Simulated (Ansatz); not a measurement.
Reaction (SMILES): O (H2O) → [OH] (OH) + H atom
B3LYP-D3(BJ)/def2-TZVP geometries, fixed; electronic energies without zero-point terms.

Effect of a fitting basis named in the input at HF/cc-pVTZ with Ansatz (a program for electronic structure), against the last row, where the bond dissociation energy is 86.58 kcal/mol. Open shells are unrestricted. The default fits or decomposes integrals by the program's own choice; accuracy: high also tightens integrals, grids and stops.

```tsv
setting	largest shift of a total energy (mEh)	shift of the bond dissociation energy (kcal/mol)
fitting: def2-SV(P)-JKFIT	0.003	0.000
fitting: def2-universal-JKFIT	0.003	0.000
fitting: cc-pVTZ-JKFIT	0.006	-0.001
fitting: cc-pVQZ-JKFIT	0.000	0.000
fitting: cc-pV5Z-JKFIT	0.001	-0.001
accuracy: high	0.000	0.000
accuracy: medium (default)	0.000	0.000
```

Within 0.02 kcal/mol in the bond dissociation energy: fitting: def2-SV(P)-JKFIT; fitting: def2-universal-JKFIT; fitting: cc-pVTZ-JKFIT; fitting: cc-pVQZ-JKFIT; fitting: cc-pV5Z-JKFIT; accuracy: high. The largest shift is 0.006 mEh in a total energy and 0.001 kcal/mol in the difference.
